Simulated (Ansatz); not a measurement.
Molecule: O2 (charge +1, doublet). 
Structure (B3LYP-D3(BJ)/def2-TZVP (Ansatz, a program for electronic structure) minimum search):
```
O
O 1 1.1056
```
Charge +1, spin multiplicity 2.

Basis-set convergence of Hartree-Fock and CCSD(T) correlation energies (hartree) with Ansatz. Cores are frozen in the correlated levels unless marked. UHF or UKS for open shells. No spin-orbit coupling. No relativistic terms.

The UHF reference is spin-contaminated (<S^2> 0.34 over the pure value in the largest basis). The T1 diagnostic of CCSD in the largest basis is 0.073, which is high, so the coupled-cluster rows are less sure than usual.

| basis | functions | E(HF) | E(corr, CCSD(T)) |
|---|---|---|---|
| aug-cc-pVTZ | 92 | -149.23768 | -0.45995 |
| aug-cc-pVQZ | 160 | -149.24911 | -0.48564 |

Extrapolating the two largest sets (X = 3 and 4) as X^-3: E(corr) = (64·(-0.48564) - 27·(-0.45995))/37 = -0.5044 Eh, an estimate of the basis-set limit. The largest set recovers 96.3 % of it, the smallest 91.2 %.
